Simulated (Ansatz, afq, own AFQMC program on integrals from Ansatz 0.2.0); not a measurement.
Two steps: Ansatz 0.2.0 writes the Fock matrix and Cholesky factors of the valence space, and afq projects on them the lowest state that overlaps trial and start.

```yaml
crystal:
  periodic: [false, false, false]
  atoms:
    - {symbol: Al, position_ang: [0.016494, -0.027952, 0.000057]}
    - {symbol: H, position_ang: [1.602269, -0.012900, -0.000026]}
    - {symbol: H, position_ang: [-1.280425, 2.169931, -0.004433]}
    - {symbol: H, position_ang: [-0.763359, -1.408797, 0.002930]}
basis:
  gaussian: {orbitals: cc-pVDZ}
magnetization: {spin_polarized: false}
correlation: {method: ccsd_t, electrons: outside_noble_gas, hamiltonian_folder: ham}
```

```sh
$ ansatz run in.yaml --threads 1 --pin off --events-out ev --progress --plain --max-ram 16896MiB --backend cuda --devices 0, --max-vram 18GiB
```

Options of the walk:

```
--method free --trial mp1 --walkers 200 --time-step 0.01 --max-blocks 120 --target-error 0.00116 --factor-cut 0.001 --seed 1429 --times 0.0,0.2,0.4,0.8,1.2 --taylor-order 8
```

Times are imaginary, in 1/Eh. The walk had a cap of 60 s.

```
orbitals 28  electrons 3 3  factors 124 of 308
reference energy -243.54261911 Eh
CCSD correlation -0.11204446 Eh in 11 cycles, weight of the determinant in the CISD state 0.8888
repeat  energy at the last time / Eh  error
    10  -243.655766  0.000695
    20  -243.656872  0.000588
    30  -243.656829  0.000441
time / (1/Eh)  energy / Eh  error  mean overlap
  0.00  -243.654220  0.000372  1.0712
  0.20  -243.654846  0.000361  1.0714
  0.40  -243.655372  0.000344  1.0698
  0.80  -243.655742  0.000364  1.0770
  1.20  -243.656956  0.000446  1.0646
energy -243.656956 +/- 0.000446 Eh
```

Question: Estimate how long the walk took on 1 × NVIDIA H100 80GB HBM3 with 2 threads of AMD EPYC 7R13 Processor (Zen 3), with other jobs on the host (the card was shared).

Answer: 4 s of wall time.

The run failed at least one of its tests; the cautions name the faults.

Against this walk (error 12.1 meV) on the same determinant: CCSD(T) 1.7 meV higher (within the noise), CCSDT(Q) 22.4 meV lower (within the noise), CCSDTQ 23.1 meV lower (within the noise), full CI 23.1 meV lower (within the noise). The error is statistical, and a free projection of finite length keeps a remainder of its start. The projection is still falling at its last time (meV from the last point: 74 ± 10 at 0.00, 57 ± 10 at 0.20, 43 ± 9 at 0.40, 33 ± 10 at 0.80, 0 ± 12 at 1.20), so its energy is a cut-off value, and the gaps above aren't errors of the other methods.

Cautions: remainder of the start not in the error; start not forgotten; higher spins were not checked; restricted determinant unstable towards unrestricted (UHF 177 meV lower, ⟨S²⟩ 0.44); strong correlation (T1 0.025, weight of the determinant 0.89, largest double 0.22); the coarse factor cut changes the integrals a little.

CCSDT and higher add their correlation energy to the determinant of the CCSD(T) run, since their own runs factorise the integrals more tightly (a shift of under 2 meV). A walk keeps the symmetry of its determinant, which the program's search chose and which needn't be the lowest solution, so a lower state of the same spin and another symmetry isn't excluded.
